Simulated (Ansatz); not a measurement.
in.yaml

```yaml
crystal:
  periodic: [false, false, false]
  atoms:
    - {symbol: Si, position_ang: [0.000000, 0.000000, 0.000000]}
    - {symbol: O, position_ang: [0.000000, 0.000000, 1.713500]}
basis:
  gaussian: {orbitals: def2-mTZVP}
total_charge: 1
magnetization: {spin_polarized: false, initial_magnetization: 3}
hamiltonian: {xc: {name: PBE}}
correlation: {method: ccsdt, electrons: outside_noble_gas}
accuracy: high
```

```sh
$ ansatz run in.yaml --threads 1 --pin off --events-out ev --progress --plain --max-ram 2393MiB
```

Q: Roughly how long does this take on 1 thread of Arm Neoverse V1, shared host, and how much host memory?

A: 43 s wall and 0.24 GiB.

```
715 factors; integrals over basis functions are off by at most 4.0e-9 eV
mean field evaluation 1: about -9888.7054 eV, gradient 8.1e1 eV
mean field evaluation 2: about -9888.7023 eV, gradient 8.1e1 eV
mean field evaluation 4: about -9897.0633 eV, gradient 4.3e1 eV
mean field evaluation 8: about -9903.6970 eV, gradient 4.2e0 eV
mean field evaluation 16: about -9903.8953 eV, gradient 1.3e0 eV
mean field evaluation 32: about -9903.7582 eV, gradient 2.5e-1 eV
mean field evaluation 64: about -9904.0971 eV, gradient 5.7e-2 eV
mean field evaluation 96: about -9904.0911 eV, gradient 1.6e-1 eV
mean field evaluation 128: about -9902.3216 eV, gradient 2.8e0 eV
mean field evaluation 160: about -9903.7576 eV, gradient 1.6e-4 eV
...
mean field -9904.09120938 eV, -363.9686387104 hartree, gradient 3.1e-8 eV, S^2 3.750000; 11 other end points of the search recorded, 0 dependent functions left out
...
6 core orbitals not correlated: weight in the atoms' cores, before any rotation towards them, 1.000 or more for the frozen orbitals, at most 0.000 for the correlated occupied ones
reference -9886.70327569 eV, -363.3296439336 hartree; 6, 3 occupied and 34, 37 virtual orbitals, 715 factors
second order -5.79886025 eV of doubles, -0.60117522 eV of singles
...
cycle  40  -6.80849678 eV  change    1.4e-8 eV  update   6.2e-9
cycle  41  -6.80849676 eV  change    1.9e-8 eV  update   4.1e-9
cycle  42  -6.80849676 eV  change    2.8e-9 eV  update   2.9e-9
cycle  43  -6.80849676 eV  change   -1.3e-9 eV  update   1.7e-9
cycle  44  -6.80849676 eV  change  -1.3e-10 eV  update  8.9e-10
cycle  45  -6.80849676 eV  change  -7.3e-10 eV  update  5.2e-10
cycle  46  -6.80849676 eV  change   5.5e-10 eV  update  3.2e-10
cycle  47  -6.80849676 eV  change   7.2e-10 eV  update  2.0e-10
cycle  48  -6.80849676 eV  change   4.0e-10 eV  update  1.2e-10
cycle  49  -6.80849676 eV  change   5.2e-11 eV  update  7.9e-11
WARN: these amplitudes may be one of several solutions (largest doubles amplitude 0.60, level shift 0.00 eV)
Total energy: -9893.51177245 eV, -363.5798515744 hartree
```
